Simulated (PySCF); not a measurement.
HBGe⁺, doublet in 6-31G: errors against RCCSDT

Geometry: that of the HBGe, triplet, kept fixed.

```tsv
atom	x (Å)	y (Å)	z (Å)
Ge	0.0000	0.0000	1.6897
B	0.0000	0.0000	-0.2506
H	0.0000	0.0000	-1.4391
```

Basis 6-31G (Cartesian d functions); PySCF 2.14.0. Only valence electrons are correlated (noble-gas cores and the filled d shells of p-block atoms frozen), which leaves 7 electrons in 25 orbitals. Prefix R: restricted or restricted open-shell reference; prefix U: unrestricted. No spin–orbit coupling is included, and no scalar relativity.

Full CI isn't at hand for all of this; RCCSDT serves as the reference. It lacks quadruple excitations. The frozen core follows each run's orbitals, which can shift R against U totals by a few meV for light atoms and by up to 0.1 eV past Ca.

```
UHF ⟨S²⟩                            : 0.973
⟨S²⟩ of the determinant under UCCSD : 0.753
T1 diagnostic (ROHF- or RHF-based CCSD)               : 0.0142
largest doubles amplitude (ROHF- or RHF-based CCSD)   : 0.089
```

```json
{"level": "RHF", "E − E(RCCSDT) (meV)": "2530", "share of correlation (%)": "0.00", "wall time": "–"}
{"level": "RMP2", "E − E(RCCSDT) (meV)": "753", "share of correlation (%)": "70.24", "wall time": "–"}
{"level": "RCCSD", "E − E(RCCSDT) (meV)": "69", "share of correlation (%)": "97.26", "wall time": "–"}
{"level": "RCCSD(T)", "E − E(RCCSDT) (meV)": "19", "share of correlation (%)": "99.24", "wall time": "0.65 s"}
```

The correlation energy at RCCSDT, counted from RHF, is -2.530 eV. That run took 8.6 s on 1 thread of Arm Neoverse V2, shared host.

Run but not shown, since their state, orbitals or frozen core can't be matched to the reference's or they repeat it: UHF, UMP2, UCCSD, UCCSD(T).

Times are those of the correlated step on a shared host, with one SCF added for the restricted CCSD run; they ran on 1 thread of Arm Neoverse V2.
